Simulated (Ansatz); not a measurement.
BH3. Total charge 0; singlet. Geometry relaxed at r2SCAN-D4/def2-TZVP.

Cartesian coordinates in Å:
```
B 0.0000 0.0000 0.0000
H -0.6418 -0.0326 1.0041
H 0.3738 -1.0148 -0.5017
H 0.2680 1.0474 -0.5024
```

Task: Estimate the harmonic wavenumbers at RKS r2SCAN-D4/def2-TZVP (Ansatz, unscaled). Is this a minimum?

Result: 1155, 1190, 1190, 2555, 2695, 2695 cm⁻¹. Yes, no mode is imaginary beyond noise. Zero-point energy 68.7 kJ/mol. It took 4.7 s on 2 threads of Intel Xeon Platinum 8259CL on a shared host.
